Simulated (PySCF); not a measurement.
Compound: C5H7N.
Geometry (PBE0-D3(BJ)/def2-SVP, Å), atoms numbered from 1 in this order:
```xyz
13
C5H7N angstrom
C      3.4157   -0.0166    0.2662
C      2.2545   -0.3095    0.0643
C      0.9019   -0.6788   -0.1719
C     -0.1162    0.1929   -0.2799
C     -1.5469   -0.1997   -0.4857
N     -2.4396    0.1825    0.5955
H      4.4412    0.2484    0.4448
H      0.6984   -1.7531   -0.2725
H      0.0936    1.2651   -0.1753
H     -1.6103   -1.2908   -0.6343
H     -1.9251    0.2555   -1.4181
H     -2.4666    1.1961    0.6948
H     -2.0843   -0.1781    1.4797
```

Computed with PySCF at PBE0/def2-SVPD, non-relativistic, on one gas-phase PBE0-D3(BJ)/def2-SVP geometry that isn't relaxed in the solvent. The solvent is an IEF-PCM continuum (van der Waals radii × 1.2). Only the electrostatic response of the medium enters.

Gas phase at PBE0/def2-SVPD: HOMO -6.84 eV, LUMO -0.97 eV, dipole 0.70 D.

Q: What does the continuum do to the energy, the frontier levels and the dipole at PBE0/def2-SVPD in methanol and acetonitrile?

A: 
| solvent | ε | E(solvent) − E(gas) (kJ/mol) | polarisation term (kJ/mol) | distortion of the solute (kJ/mol) | HOMO (eV) | LUMO (eV) | dipole (D) |
| --- | --- | --- | --- | --- | --- | --- | --- |
| methanol | 32.61 | -27.97 | -32.13 | 4.16 | -6.87 | -0.94 | 0.90 |
| acetonitrile | 35.69 | -28.10 | -32.31 | 4.21 | -6.87 | -0.94 | 0.90 |

The first energy column is the sum of the next two and covers electrostatics alone. From methanol to acetonitrile the lowering changes by a factor 1.00, Onsager's factor (ε − 1)/(2ε + 1) by 1.00 and ε itself by 1.1.

Q: Give the dipole vector in the frame of the coordinates (D, pointing from negative to positive charge), gas and acetonitrile.

A: Gas (0.25, 0.61, 0.23), solvent (0.23, 0.82, 0.30). Its length changes by +29 % and its direction by 6°.

Q: How does the static polarisability (PBE0/def2-SVPD, frozen core, with the continuum's full static response) change?

A: 
```csv
medium,isotropic (au),principal values (au),⟨r²⟩ of the electrons (bohr²)
gas,75.2,"51.1, 58.0, 116.5",861.2
methanol,101.0,"69.3, 80.1, 153.8",861.6
acetonitrile,101.2,"69.4, 80.2, 153.9",861.6
```

The isotropic value in acetonitrile is 1.35 times the gas-phase one; no cavity-field correction is applied. ⟨r²⟩ is taken about the centre of nuclear charge.
